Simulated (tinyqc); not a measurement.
Inside a calculation. Method: MP2 on RHF in the sto-3g basis, for H2O, spin multiplicity 1. One step of it, computed by the program tinyqc.

Problem. Second-order Moller-Plesset energy. E2 = sum_ijab (ia|jb) [2 (ia|jb) - (ib|ja)] / (e_i + e_j - e_a - e_b) over occupied i, j and virtual a, b; the opposite-spin part is (ia|jb)^2 / denominator, the rest is same-spin, and SCS-MP2 scales them by 6/5 and 1/3.

orbital energies (hartree): [-20.243937, -1.212081, -0.573813, -0.419854, -0.380179, 0.485955, 0.645962]

Two-electron integrals over orbitals (pq|rs), unique and non-zero (hartree):
```
(11|11) 4.746070    (21|11) -0.425953   (21|21) 0.060445    (22|11) 1.014937
(22|21) -0.014833   (22|22) 0.721270    (31|11) 0.000250    (31|21) -0.000031
(31|22) 0.000025    (31|31) 0.010276    (32|11) -0.000141   (32|21) 0.000015
(32|22) 0.000081    (32|31) 0.016630    (32|32) 0.134970    (33|11) 0.762802
(33|21) -0.004523   (33|22) 0.617857    (33|31) -0.000008   (33|32) -0.000037
(33|33) 0.599526    (41|11) 0.163307    (41|21) -0.021132   (41|22) 0.012766
(41|31) 0.000019    (41|32) 3.23e-06    (41|33) 0.005454    (41|41) 0.025349
(42|11) -0.137579   (42|21) 0.008036    (42|22) -0.017163   (42|31) 1.64e-06
(42|32) 0.000035    (42|33) 0.005064    (42|41) 0.019860    (42|42) 0.129877
(43|11) 0.000277    (43|21) -0.000009   (43|22) 0.000122    (43|31) -0.002348
(43|32) 0.027709    (43|33) 0.000059    (43|41) -0.000015   (43|42) -0.000122
(43|43) 0.051460    (44|11) 0.968249    (44|21) -0.011970   (44|22) 0.672467
(44|31) -6.78e-07   (44|32) -0.000123   (44|33) 0.573710    (44|41) -0.010030
(44|42) -0.100664   (44|43) 0.000129    (44|44) 0.738457    (51|51) 0.025990
(52|51) 0.033050    (52|52) 0.148925    (53|51) -0.000019   (53|52) -0.000066
(53|53) 0.026530    (54|51) -0.011826   (54|52) -0.043069   (54|53) 0.000036
(54|54) 0.050226    (55|11) 1.115350    (55|21) -0.012037   (55|22) 0.752022
(55|31) 0.000007    (55|32) -0.000071   (55|33) 0.604393    (55|41) 0.004558
(55|42) -0.074317   (55|43) 0.000158    (55|44) 0.709430    (55|55) 0.880159
(61|11) 0.214777    (61|21) -0.032291   (61|22) 0.002730    (61|31) 0.000043
(61|32) 0.000036    (61|33) -0.000101   (61|41) -0.001801   (61|42) -0.020109
(61|43) 0.000010    (61|44) 0.016328    (61|55) 0.005795    (61|61) 0.026816
(62|11) -0.280336   (62|21) 0.006633    (62|22) -0.133354   (62|31) 0.000021
(62|32) 0.000159    (62|33) -0.064343   (62|41) -0.018159   (62|42) -0.028938
(62|43) -0.000067   (62|44) -0.075866   (62|55) -0.147518   (62|61) 0.007711
(62|62) 0.095260    (63|11) 0.000860    (63|21) -0.000017   (63|22) 0.000436
(63|31) -0.002379   (63|32) 0.044310    (63|33) 0.000243    (63|41) 0.000006
(63|42) -0.000154   (63|43) 0.037009    (63|44) 0.000286    (63|55) 0.000487
(63|61) 2.97e-06    (63|62) -0.000218   (63|63) 0.080289    (64|11) -0.247638
(64|21) 0.002902    (64|22) -0.116087   (64|31) -0.000020   (64|32) -0.000155
(64|33) -0.044419   (64|41) -0.002713   (64|42) 0.034836    (64|43) -0.000135
(64|44) -0.127915   (64|55) -0.135628   (64|61) -0.000323   (64|62) 0.063677
(64|63) -0.000380   (64|64) 0.083269    (65|51) -0.014276   (65|52) -0.055061
(65|53) 0.000075    (65|54) -0.003189   (65|65) 0.035399    (66|11) 0.767294
(66|21) -0.007141   (66|22) 0.588595    (66|31) -0.000024   (66|32) -0.000391
(66|33) 0.549765    (66|41) 0.018714    (66|42) 0.053453    (66|43) -0.000273
(66|44) 0.538688    (66|55) 0.571608    (66|61) -0.007985   (66|62) -0.087602
(66|63) -0.000217   (66|64) -0.047658   (66|66) 0.577163    (71|11) -0.000609
(71|21) 0.000096    (71|22) 0.000006    (71|31) 0.014594    (71|32) 0.022380
(71|33) -0.000019   (71|41) -0.000009   (71|42) 0.000036    (71|43) -0.003421
(71|44) -0.000038   (71|55) -0.000016   (71|61) -0.000024   (71|62) 0.000032
(71|63) -0.002873   (71|64) -0.000023   (71|66) -0.000037   (71|71) 0.020764
(72|11) 0.000859    (72|21) -0.000017   (72|22) 0.000413    (72|31) 0.014573
(72|32) 0.052132    (72|33) 0.000118    (72|41) 0.000035    (72|42) -0.000012
(72|43) -0.029014   (72|44) 0.000288    (72|55) 0.000441    (72|61) 0.000032
(72|62) -0.000097   (72|63) -0.030774   (72|64) -0.000209   (72|66) 0.000234
(72|71) 0.019699    (72|72) 0.067369    (73|11) 0.370357    (73|21) -0.007058
(73|22) 0.160756    (73|31) -1.69e-06   (73|32) -0.000231   (73|33) 0.089061
(73|41) -0.000272   (73|42) -0.072371   (73|43) 0.000023    (73|44) 0.154684
(73|55) 0.200577    (73|61) 0.005788    (73|62) -0.072737   (73|63) 0.000154
(73|64) -0.090159   (73|66) 0.041022    (73|71) -0.000021   (73|72) 0.000276
(73|73) 0.155001    (74|11) 0.000300    (74|21) -4.10e-06   (74|22) 0.000087
(74|31) -0.008175   (74|32) -0.071446   (74|33) 0.000081    (74|41) 0.000014
(74|42) 0.000016    (74|43) -0.007285   (74|44) 0.000182    (74|55) 0.000152
(74|61) -0.000032   (74|62) -0.000168   (74|63) -0.052857   (74|64) 0.000073
(74|66) 0.000350    (74|71) -0.011561   (74|72) -0.017910   (74|73) 0.000263
(74|74) 0.067357    (75|51) 0.000040    (75|52) 0.000157    (75|53) 0.023984
(75|54) -0.000015   (75|65) -0.000028   (75|75) 0.025596    (76|11) 0.000138
(76|21) -0.000006   (76|22) -0.000045   (76|31) -0.008279   (76|32) -0.093101
(76|33) 0.000069    (76|41) -0.000035   (76|42) -0.000145   (76|43) -0.058245
(76|44) 0.000185    (76|55) 0.000068    (76|61) 3.93e-06    (76|62) 0.000035
(76|63) -0.072489   (76|64) 0.000198    (76|66) 0.000462    (76|71) -0.011422
(76|72) 0.003034    (76|73) 0.000328    (76|74) 0.058483    (76|76) 0.117123
(77|11) 0.860159    (77|21) -0.009439   (77|22) 0.615641    (77|31) 0.000050
(77|32) 0.000459    (77|33) 0.589082    (77|41) 0.003592    (77|42) -0.020472
(77|43) 0.000315    (77|44) 0.593386    (77|55) 0.619143    (77|61) 0.004590
(77|62) -0.064787   (77|63) 0.000600    (77|64) -0.050139   (77|66) 0.550388
(77|71) 0.000049    (77|72) 0.000200    (77|73) 0.102642    (77|74) -0.000250
(77|76) -0.000450   (77|77) 0.607051
```

Hartree-Fock energy = -74.94568227 hartree

Give: Terms; Pair energies; MP2 correlation energy; SCS-MP2 correlation energy; MP2 total energy.

Solution.

Terms (the 40 largest of 68):
```
i  j  a  b    (ia|jb)    (ib|ja)  denominator       term
3  3  7  7     0.1550     0.1550      -2.4396    -0.0098
4  3  6  7    -0.0902    -0.0529      -2.1256    -0.0054
3  4  7  6    -0.0902    -0.0529      -2.1256    -0.0054
4  4  6  6     0.0833     0.0833      -1.8116    -0.0038
3  3  6  6     0.0803     0.0803      -2.1195    -0.0030
3  2  7  6    -0.0727    -0.0308      -2.9178    -0.0029
2  3  6  7    -0.0727    -0.0308      -2.9178    -0.0029
2  2  6  6     0.0953     0.0953      -3.3961    -0.0027
4  4  7  7     0.0674     0.0674      -2.1316    -0.0021
2  4  6  6     0.0637     0.0637      -2.6038    -0.0016
4  2  6  6     0.0637     0.0637      -2.6038    -0.0016
2  2  7  7     0.0674     0.0674      -3.7161    -0.0012
5  5  6  6     0.0354     0.0354      -1.7323    -0.0007
3  4  6  7    -0.0529    -0.0902      -2.1256  -3.87e-04
4  3  7  6    -0.0529    -0.0902      -2.1256  -3.87e-04
5  5  7  7     0.0256     0.0256      -2.0523  -3.19e-04
3  2  6  7    -0.0308    -0.0727      -2.9178   1.18e-04
2  3  7  6    -0.0308    -0.0727      -2.9178   1.18e-04
2  4  7  7    -0.0179    -0.0179      -2.9239  -1.10e-04
4  2  7  7    -0.0179    -0.0179      -2.9239  -1.10e-04
1  1  6  6     0.0268     0.0268     -41.4598  -1.73e-05
1  2  7  7     0.0197     0.0197     -22.7479  -1.71e-05
2  1  7  7     0.0197     0.0197     -22.7479  -1.71e-05
1  1  7  7     0.0208     0.0208     -41.7798  -1.03e-05
1  4  7  7    -0.0116    -0.0116     -21.9557  -6.09e-06
4  1  7  7    -0.0116    -0.0116     -21.9557  -6.09e-06
3  1  7  6     0.0058    -0.0029     -21.9497  -3.81e-06
1  3  6  7     0.0058    -0.0029     -21.9497  -3.81e-06
1  2  6  6     0.0077     0.0077     -22.4279  -2.65e-06
2  1  6  6     0.0077     0.0077     -22.4279  -2.65e-06
3  1  6  7    -0.0029     0.0058     -21.9497  -1.51e-06
1  3  7  6    -0.0029     0.0058     -21.9497  -1.51e-06
4  3  6  6  -3.80e-04  -3.80e-04      -1.9656  -7.36e-08
3  4  6  6  -3.80e-04  -3.80e-04      -1.9656  -7.36e-08
4  3  7  7   2.63e-04   2.63e-04      -2.2856  -3.02e-08
3  4  7  7   2.63e-04   2.63e-04      -2.2856  -3.02e-08
2  3  7  7   2.76e-04   2.76e-04      -3.0778  -2.47e-08
3  2  7  7   2.76e-04   2.76e-04      -3.0778  -2.47e-08
4  2  6  7  -2.09e-04  -1.68e-04      -2.7639  -1.88e-08
2  4  7  6  -2.09e-04  -1.68e-04      -2.7639  -1.88e-08
```

Pair energies (hartree; pair i-j sums ij and ji):
```
pair  opposite spin  same spin
1-1       -2.77e-05          0
2-1       -3.94e-05          0
2-2         -0.0039          0
3-1       -3.81e-06  -6.84e-06
3-2         -0.0043    -0.0012
3-3         -0.0129          0
4-1       -1.22e-05          0
4-2         -0.0033  -1.21e-09
4-3         -0.0103    -0.0013
4-4         -0.0060          0
5-5         -0.0010          0
```

MP2 correlation energy = -0.044275 hartree

SCS-MP2 correlation energy = -0.050943 hartree

MP2 total energy = -74.989957 hartree
